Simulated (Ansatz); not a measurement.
A made-up structure of CH4SSi, closed shell:

```
7
angstrom
C -0.7196 -0.0945 -0.5974
Si 0.7257 0.2023 0.5009
S -0.6044 -1.3867 0.7379
H -0.9411 -2.4199 1.5556
H -1.6023 0.5318 -0.5112
H 0.6814 1.3195 1.4686
H 2.0872 -0.0768 -0.0040
```

It is relaxed with PBE-D4/def2-SVP and then PBE0-D4/def2-TZVP (Ansatz 0.2.0). Atoms count as bonded within 1.22 times the sum of their covalent radii (H–H: 0.88 Å). The end point is not checked to be a true minimum.

Question: Does its bonding change? (A judgement: the text doesn't fix the answer.)

Answer: The calculation gives: No: no bond forms or breaks.

Where it ends: The first stage lowers the energy by 2.41 eV in 12 steps. It ends as CH₄SSi ([CH]1[SiH2][SH]1):
C1  (-0.737, -0.115, -0.452)
Si2  (0.697, 0.238, 0.465)
S3  (-0.470, -1.627, 0.405)
H4  (-0.979, -1.564, 1.698)
H5  (-1.721, 0.236, -0.711)
H6  (0.780, 0.755, 1.864)
H7  (2.057, 0.153, -0.118)
(Å)

Labels in which every atom is bracketed show which atoms are joined, not bond orders.

For scale, one of the runs: PBE0-D4/def2-TZVP relaxation, 129 basis functions, launched by `ansatz run in.yaml --threads 2 --pin off --events-out ev --progress --plain --max-ram 4352MiB`. The run took about 18 s on 2 CPU threads of an Arm Neoverse V2 (shared host).
